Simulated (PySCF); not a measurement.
Identify the unknown among the candidates.

All candidates are C6H12.

| technique | computed result |
| --- | --- |
| Dipole | 0.35 D [PBE0/pcSseg-1] |
| 1H NMR | chemical shifts (computed TMS as zero) by class: 6.25 (1 H), 5.21 (1 H), 5.21 (1 H), 1.06 (9 H) ppm [GIAO PBE0/pcSseg-1] |
| Rotational structure | rotational constants A, B, C: 4.439, 2.716, 2.661 GHz [GFN2-xTB] |
| 13C NMR | chemical shifts (computed TMS as zero) by class: 158.9 (1 C), 114.9 (1 C), 36.6 (1 C), 30.5 (3 C) ppm [GIAO PBE0/pcSseg-1] |

The electronic properties come from PySCF, for the isolated species, density fitting. Levels stand in brackets. Geometry: GFN2-xTB; no solvent, vibrations or thermal averaging. Each NMR value is the plain mean over a class of atoms that symmetry, rotation or inversion makes alike.

Task: Which candidate is it?
A. `CC1CCCC1`
B. `C=C(CC)CC`
C. `CCC=C(C)C`
D. `C=CC(C)(C)C`

Result: D. It is `C=CC(C)(C)C`. Numbering: `[CH2:1]=[CH:2][C:3]([CH3:4])([CH3:5])[CH3:6]`. Its formula, C6H12, gives 1 degree of unsaturation: 0 rings and 1 π bond in the structure found. 6 carbons fall into 4 classes; from least to most shielded: alkene CH carbon [C2] (158.9 ppm), terminal =CH2 carbon [C1] (114.9 ppm), allylic carbon [C3] (36.6 ppm), methyl carbon [C4/C5/C6] (30.5 ppm, 3 C, up to 5.4 ppm apart in this geometry). Hydrogen classes from least to most shielded: 1 H on an alkene CH carbon, C2 (6.25 ppm), 1 H on a terminal =CH2 carbon, C1 (5.21 ppm), 1 H on a terminal =CH2 carbon, C1 (5.21 ppm), 9 H on 3 methyl carbons, C4/C5/C6 (1.06 ppm). The optimised geometry has point group Cs and is an asymmetric top.

The others, at the same levels:
- `CCC=C(C)C` fails: it has 6 carbon classes against 4; its computed 13C shifts are 138.1 (1 C), 134.2 (1 C), 29.1 (1 C), 26.4 (1 C), 19.0 (1 C), 17.4 (1 C) ppm, 1H shifts are 5.62 (1 H), 2.10 (2 H), 1.77 (3 H), 1.72 (3 H), 0.97 (3 H) ppm and rotational constant A is 6.418 GHz (against 4.439 GHz).
- `C=C(CC)CC` fails: its computed 13C shifts are 163.2 (1 C), 115.8 (1 C), 31.7 (2 C), 16.0 (2 C) ppm, 1H shifts are 5.01 (2 H), 2.20 (4 H), 1.07 (6 H) ppm and rotational constant A is 4.199 GHz (against 4.439 GHz).
- `CC1CCCC1` fails: its computed 13C shifts are 38.0 (1 C), 37.4 (2 C), 30.4 (2 C), 23.6 (1 C) ppm, 1H shifts are 1.88 (1 H), 1.88 (2 H), 1.67 (2 H), 1.62 (2 H), 1.09 (3 H), 1.03 (2 H) ppm and rotational constant A is 6.145 GHz (against 4.439 GHz).

Each candidate is one conformer, not necessarily the lowest. Dipoles, sizes and rotational constants follow the conformer. The torsions of the flexible species, by atom-mapped SMILES:
- `[CH2:1]=[CH:2][C:3]([CH3:4])([CH3:5])[CH3:6]`: C1–C2–C3–C4 121°
- `[CH3:1][CH2:2][CH:3]=[C:4]([CH3:5])[CH3:6]`: C1–C2–C3–C4 -105°
- `[CH2:1]=[C:2]([CH2:3][CH3:4])[CH2:5][CH3:6]`: C1–C2–C3–C4 112°, C1–C2–C5–C6 112°

The conformers of `CC1CCCC1` aren't listed.
